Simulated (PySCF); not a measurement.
## Dipole moment and polarisability of `CC1=CP1`

Compound: C₃H₅P.
SMILES with atom numbers: `[CH3:1][C:2]1=[CH:3][PH:4]1` (hydrogens: H5, H6, H7 on C1; H8 on C3; H9 on P4)

Structure used (GFN2-xTB), in Å, numbered top down from 1:
```
atom  x, y, z in Å
C1    -1.332    0.053    0.010
C2     0.122   -0.112    0.106
C3     1.190   -0.780   -0.242
P4     1.629    0.563    0.937
H5    -1.572    1.052   -0.356
H6    -1.757   -0.689   -0.665
H7    -1.782   -0.057    0.997
H8     1.581   -1.599   -0.800
H9     1.934    1.576   -0.013
```

Level: B3LYP/def2-SVPD (PySCF), static field, nuclei fixed, core orbitals frozen in the response. The polarisability tensor in these axes (au):

```
x   70.44  3.26  4.57
y    3.26 57.23  6.34
z    4.57  6.34 52.81
```

Problem. Give the principal values, the mean and the anisotropy Δα = √{½[(α1 − α2)² + (α2 − α3)² + (α1 − α3)²]}.

Solution. Principal values 48.14, 59.28 and 73.06 au; mean 60.16 au = 8.91 Å³ = 9.92 × 10⁻⁴⁰ C²·m²/J; Δα = 21.62 au (36 % of the mean).

Problem. What is the dipole moment, and where does it point?

Solution. (-1.43, -0.49, -1.10) D, 1.87 D in size, pointing from the negative to the positive side. Measured along this direction, the outermost atoms are P4 and H9 at the negative end and H6 at the positive end.

Problem. Find the Langevin capture rate constant for NO+ (29.998 u) meeting this molecule (72.013 u), k = 2.342 × 10⁻⁹ cm³/s × √(α in Å³ / reduced mass in u).

Solution. The reduced mass is 21.18 u, so k = 1.52 × 10⁻⁹ cm³/s. The formula leaves out the permanent dipole, which adds to the capture rate.

Problem. What would n − 1 = 2πNα be for an ideal gas of these molecules at 400 K and 1 atm, electronic part alone?

Solution. N = p/kT = 1.8347 × 10¹⁹ cm⁻³, so n − 1 = 2π × N × 8.91 × 10⁻²⁴ cm³ = 1028 × 10⁻⁶ at long wavelengths, for an ideal gas.

Problem. Molar refractivity from α?

Solution. Lorentz–Lorenz: R = (4π/3)N_A α = 2.5225 cm³/(mol·Å³) × 8.91 Å³ = 22.5 cm³/mol, in the limit of long wavelengths.

Problem. Orientational against electronic polarisability at 350 K (dilute gas, rigid molecules)?

Solution. In Gaussian units μ²/3kT = 24.06 Å³ against 8.91 Å³, a ratio of 2.70; the Debye molar polarisation (4π/3)N_A(α + μ²/3kT) is 83.2 cm³/mol, leaving out the vibrational part.

Problem. Rayleigh depolarisation ratio (linearly polarised light, static tensor)?

Solution. ρ = 3Δα²/(45ᾱ² + 4Δα²) = 1402.7/(162864 + 1870.2) = 0.00851.

Geometry: GFN2-xTB; no solvent, vibrations or thermal averaging.
